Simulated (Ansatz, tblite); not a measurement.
# SiH2: a ladder of methods and basis sets

One table from this session's results is given with a row withheld; the runs are named, their logs left out.

The runs use Ansatz 0.2.0, Gaussian basis; as each input shows.

Plan: GFN1-xTB, GFN2-xTB, PBE-D4/def2-TZVP, r2SCAN-D4/def2-TZVP, r2SCANh-D4/def2-TZVP, HSE06-D4/def2-TZVP, ωB97M-V/def2-TZVP, CAM-B3LYP-D4/def2-TZVP, B2PLYP/def2-TZVP, HF/def2-TZVP, r2SCAN0-D4/def2-TZVP, PBE-D4/def2-SVP, PBE0-D4/def2-SVP, HF/STO-3G, PBE0-D4/def2-TZVPD, PBE-D4/def2-TZVPD, r2SCAN-D4/def2-TZVPD, CCSD(T)/def2-TZVPP, MP2/def2-TZVP, RPA/def2-TZVP, CCSD(T)/def2-TZVPD.

**The geometry**

The geometry is that of the singlet, from an earlier relaxation (r2SCAN-D4/def2-TZVP).

3 atoms, charge 0, spin multiplicity 1.

Bond lengths: Si1–H2 1.525 Å, Si1–H3 1.525 Å. Angles: H2–Si1–H3 90.8°.

PBE0-D4/def2-TZVP was run before; its log isn't repeated, and its numbers join the tables.

Set-up of the first run:

Tight binding, by tblite at 300 K electronic temperature and without a spin-polarisation term:

```python
tblite.interface.Calculator('GFN1-xTB', numbers, positions, charge=0, uhf=0).singlepoint()
```

Tight binding, by tblite at 300 K electronic temperature and without a spin-polarisation term:

```python
tblite.interface.Calculator('GFN2-xTB', numbers, positions, charge=0, uhf=0).singlepoint()
```

start.molden holds the orbitals of an earlier run on this state, given as this run's starting guess.

in.yaml

```yaml
crystal:
  periodic: [false, false, false]
  atoms:
    - {symbol: Si, position_ang: [0.005873, -0.008885, -0.713619]}
    - {symbol: H, position_ang: [1.082244, -0.019050, 0.366034]}
    - {symbol: H, position_ang: [-1.088118, 0.027935, 0.347585]}
basis:
  gaussian: {orbitals: def2-TZVP, initial_orbitals: start.molden}
hamiltonian: {xc: pbe, dispersion: d4}
scf: {omitted_lower_state_checks: [starts]}
output: {orbitals: {seedname: orbitals}}
```

Launch:

```
$ ansatz run in.yaml --threads 4 --pin off --events-out ev --progress --plain --max-ram 3916MiB
```

Among the steps run: PBE-D4/def2-TZVP; r2SCAN-D4/def2-TZVP; r2SCANh-D4/def2-TZVP; HSE06-D4/def2-TZVP; ωB97M-V/def2-TZVP; CAM-B3LYP-D4/def2-TZVP; B2PLYP/def2-TZVP; HF/def2-TZVP; r2SCAN0-D4/def2-TZVP; PBE-D4/def2-SVP; PBE0-D4/def2-SVP; HF/STO-3G; PBE0-D4/def2-TZVPD; PBE-D4/def2-TZVPD; r2SCAN-D4/def2-TZVPD; CCSD(T)/def2-TZVPP; MP2/def2-TZVP; RPA/def2-TZVP; CCSD(T)/def2-TZVPD.

One of the session's tables, all rows but one given; the rest of the session is left out.

| level | HOMO (eV) | gap (eV) |
| --- | --- | --- |
| HF/STO-3G | ? | ? |
| HF/def2-TZVP | -9.25 | 9.40 |
| PBE-D4/def2-SVP | -5.76 | 1.78 |
| PBE-D4/def2-TZVP | -5.84 | 1.82 |
| PBE-D4/def2-TZVPD | -5.86 | 1.82 |
| r2SCAN-D4/def2-TZVP | -6.05 | 2.22 |
| r2SCAN-D4/def2-TZVPD | -6.05 | 2.22 |
| r2SCANh-D4/def2-TZVP | -6.43 | 2.94 |
| PBE0-D4/def2-SVP | -6.83 | 3.76 |
| PBE0-D4/def2-TZVP | -6.88 | 3.78 |
| PBE0-D4/def2-TZVPD | -6.89 | 3.78 |
| r2SCAN0-D4/def2-TZVP | -7.01 | 4.01 |
| HSE06-D4/def2-TZVP | -6.48 | 3.00 |
| CAM-B3LYP-D4/def2-TZVP | -8.17 | 6.19 |
| ωB97M-V/def2-TZVP | -8.97 | 7.89 |

**Question.** Estimate the row for HF/STO-3G.

**Answer.** HOMO (eV): -6.36; gap (eV): 12.34. In the column «HOMO (eV)» it lies between r2SCANh-D4/def2-TZVP (-6.43) and r2SCAN-D4/def2-TZVP (-6.05).
